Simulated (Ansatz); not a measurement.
Isolated molecules relaxed with PBE0-D4/def2-TZVP in Ansatz; ΔE leaves out vibrations. CBS: MP2 limit from def2 TZ/QZ plus the TZ coupled-cluster correction, frozen cores. This one scheme is used for every species, atoms too. DFT in def2-TZVPP. Open shells (•) are unrestricted, without spin–orbit coupling. Each species was taken in one conformer, which may not be the lowest.

`SBS` → `S[B]S`• + H•  (homolysis of the B–H bond)

CCSD(T)/CBS gives +461.6 kJ/mol.

(1) Another level gave +447.9 kJ/mol. Which?
A. B97M-V/def2-TZVPP
B. PBE/def2-TZVPP
C. BHLYP/def2-TZVPP
D. LC-ωPBE/def2-TZVPP

Largest T1 diagnostic among the species: 0.017.

Results:

(1) A. B97M-V 447.9, BHLYP 452.8, PBE 433.7, LC-ωPBE 441.7 kJ/mol.

From PBE to PBE0 (25 % exact exchange), in def2-TZVPP and without D4, ΔE moves by +4.6 kJ/mol. In def2-TZVPP, CCSD(T) changes the Hartree–Fock value by +86.8 kJ/mol (the triples alone add +1.2 kJ/mol) and MP2 by +80.7 kJ/mol; breaking electron pairs costs correlation energy, which Hartree–Fock lacks.
